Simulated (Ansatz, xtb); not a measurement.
Relative energy of two isomers of C6H8

Structure I: `CC#C/C=C\C`, a singlet. Structure II: `C#C/C(C)=C\C`, a singlet. Both are isolated molecules in the gas phase, relaxed with r2SCAN-D4/def2-SVP.

I (Å):

| atom | x (Å) | y (Å) | z (Å) |
| --- | --- | --- | --- |
| C | -3.3069 | -2.0672 | 0.8263 |
| C | -2.0206 | -1.5232 | 0.4288 |
| C | -0.9362 | -1.0701 | 0.0948 |
| C | 0.3068 | -0.5041 | -0.2942 |
| C | 1.4521 | -1.1968 | -0.4925 |
| C | 1.6133 | -2.6700 | -0.3384 |
| H | -3.2551 | -3.1591 | 0.9681 |
| H | -4.0801 | -1.8664 | 0.0658 |
| H | -3.6543 | -1.6241 | 1.7746 |
| H | 0.3213 | 0.5837 | -0.4414 |
| H | 2.3398 | -0.6261 | -0.7923 |
| H | 2.3823 | -2.9065 | 0.4179 |
| H | 0.6704 | -3.1505 | -0.0395 |
| H | 1.9583 | -3.1307 | -1.2807 |

II (Å):

```xyz
14

C    -1.9640   -3.4299   -1.1659
C    -1.4047   -2.5296   -0.5626
C    -0.8088   -1.4404    0.1448
C    -1.7216   -0.2831    0.4658
C     0.4992   -1.4561    0.5014
C     1.4722   -2.5503    0.2282
H    -2.4451   -4.2295   -1.6975
H    -2.1441    0.1508   -0.4554
H    -2.5739   -0.6145    1.0815
H    -1.1812    0.5053    1.0095
H     0.8765   -0.5788    1.0432
H     1.9008   -2.9404    1.1681
H     1.0059   -3.3849   -0.3145
H     2.3252   -2.1797   -0.3671
```

Quicker runs give these differences E(II) − E(I): GFN2-xTB +0.151 eV; HF/STO-3G +0.193 eV (at GFN2-xTB geometries); r2SCAN-D4/def2-SVP//GFN2-xTB +0.191 eV.

Task: Estimate E(II) − E(I) at the level CCSD(T)/def2-SVP + ΔMP2/def2-TZVPP.

Result: Calculated at CCSD(T)/def2-SVP + ΔMP2/def2-TZVPP: E(II) − E(I) = +0.082 eV, so structure I lies lower.

The same difference at several levels:

```
                             level            geometry  E(II) − E(I) (eV)  departure from the last row (eV)  job, with rough time for the two
                          GFN2-xTB            GFN2-xTB              +0.151                            +0.069              optimisation, 0.13 s
                         HF/STO-3G            GFN2-xTB              +0.193                            +0.110              single point, 0.38 s
      r2SCAN-D4/def2-SVP//GFN2-xTB            GFN2-xTB              +0.191                            +0.109               single point, 4.8 s
                r2SCAN-D4/def2-SVP  r2SCAN-D4/def2-SVP              +0.187                            +0.105                optimisation, 35 s
                       HF/def2-SVP  r2SCAN-D4/def2-SVP              +0.196                            +0.114           part of the CCSD(T) run
                      MP2/def2-SVP  r2SCAN-D4/def2-SVP              +0.092                            +0.010           part of the CCSD(T) run
                  CCSD(T)/def2-SVP  r2SCAN-D4/def2-SVP              +0.095                            +0.013                      single point
CCSD(T)/def2-SVP + ΔMP2/def2-TZVPP  r2SCAN-D4/def2-SVP              +0.082                                                  single point, 83 s
```

As drawn, both hold the same kinds of bond in the same numbers.

None of the levels shown reverses the order. The largest departure from CCSD(T)/def2-SVP + ΔMP2/def2-TZVPP is that of HF/def2-SVP, 0.114 eV. A small imaginary or near-zero mode remains, so no thermal terms are given. The last row adds to CCSD(T) the change of the MP2 difference between the two basis sets, here −0.013 eV.

The correlated steps freeze 6 core orbitals. Codes used: Ansatz 0.2.0, xtb 6.7.1; the last row on 2 threads of Arm Neoverse V1 on a shared host.
